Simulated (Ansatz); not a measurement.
**BSiH₃ (triplet): the correlation ladder at distance B1–H4 along a hydrogen transfer = 1.525 Å, cc-pVTZ**

Aim: climb from Hartree-Fock through coupled cluster and multireference methods for BSiH₃ (triplet) at one geometry and basis, and see what each rung misses.

Program: Ansatz 0.2.0, Gaussian basis. Level of theory: cc-pVTZ, core rule «outside noble gas», up to 6 orbitals frozen. These are calculated values, not measurements.

To be run: UHF; CCSD(T) on ROHF; CCSD(T) on UHF; BCCD(T) on ROHF; CISD; CCSDT(Q) on ROHF; CCSDT(Q) on UHF; CASSCF and NEVPT2, 4 electrons in 4 orbitals; CASSCF and NEVPT2, 10 electrons in 11 orbitals.

4 further runs of the same task are left out: 4 for a known fault of the program.

### Step 1. What is computed

The geometry derives from fragments relaxed apart (PBE0/def2-TZVP) and kept rigid, so it is no stationary point. A hydrogen atom is moved between rigid fragments.

5 atoms, charge 0, spin multiplicity 3.

Atoms are counted from 1 here; the program's logs count them from 0.

Bond lengths: B1–H2 1.193 Å, B1–H3 1.193 Å, H4–Si5 1.440 Å. Angles: H2–B1–H3 120.0°.

### Step 2. UHF

Input file in.yaml:

```yaml
crystal:
  periodic: [false, false, false]
  atoms:
    - {symbol: B, position_ang: [-1.994443, 0.000000, 0.000000]}
    - {symbol: H, position_ang: [-2.591176, 1.033571, 0.000000]}
    - {symbol: H, position_ang: [-2.591176, -1.033571, 0.000000]}
    - {symbol: H, position_ang: [-0.469443, 0.000000, 0.000000]}
    - {symbol: Si, position_ang: [0.970557, 0.000000, 0.000000]}
basis:
  gaussian: {orbitals: cc-pVTZ}
magnetization: {spin_polarized: true, initial_magnetization: 2}
hamiltonian: {xc: hf}
output: {orbitals: {seedname: orbitals}}
```

Run with:

```sh
> ansatz run in.yaml --threads 1 --pin off --events-out ev --progress --plain --max-ram 2816MiB --backend cpu
```

The runs that follow: CCSD(T) on ROHF; CCSD(T) on UHF; BCCD(T) on ROHF; CISD; CCSDT(Q) on ROHF; CCSDT(Q) on UHF; CASSCF and NEVPT2, 4 electrons in 4 orbitals; CASSCF and NEVPT2, 10 electrons in 11 orbitals.

Q: Predict the results of all the runs planned. Wanted: RCCSDT(Q) below the RHF energy; RMP2 from RCCSDT(Q); UMP2 from RCCSDT(Q); RCCSD from RCCSDT(Q); RCCSD(T) from RCCSDT(Q); UCCSD(T) from RCCSDT(Q); UCCSDT(Q) from RCCSDT(Q); NEVPT2 pair from RCCSDT(Q); NEVPT2 valence from RCCSDT(Q).

As calculated:

| quantity | value |
| --- | --- |
| RCCSDT(Q) below the RHF energy | -6.6925 eV |
| RMP2 from RCCSDT(Q) | +31.86 kcal/mol |
| UMP2 from RCCSDT(Q) | +33.27 kcal/mol |
| RCCSD from RCCSDT(Q) | +7.94 kcal/mol |
| RCCSD(T) from RCCSDT(Q) | +1.67 kcal/mol |
| UCCSD(T) from RCCSDT(Q) | +1.70 kcal/mol |
| UCCSDT(Q) from RCCSDT(Q) | -0.16 kcal/mol |
| NEVPT2 pair from RCCSDT(Q) | +33.33 kcal/mol |
| NEVPT2 valence from RCCSDT(Q) | +26.82 kcal/mol |
| levels within 1 kcal/mol (43 meV) | RCCSDT, UCCSDT, UCCSDT(Q) |
| T1 diagnostic | 0.047 |
| effectively unpaired electrons | 2.06 |

What this shows: RCCSD(T) misses by +1.67 kcal/mol, 1.1 % of the correlation energy. The occupations are near whole numbers, but T1 = 0.047 shows that the orbitals relax strongly. Of the multireference levels listed NEVPT2 valence comes nearest in total energy (+26.82 kcal/mol), which doesn't show that its space is the better one. These misses are within one basis, not against nature; the frozen cores of restricted and unrestricted runs differ, which can shift their rows.
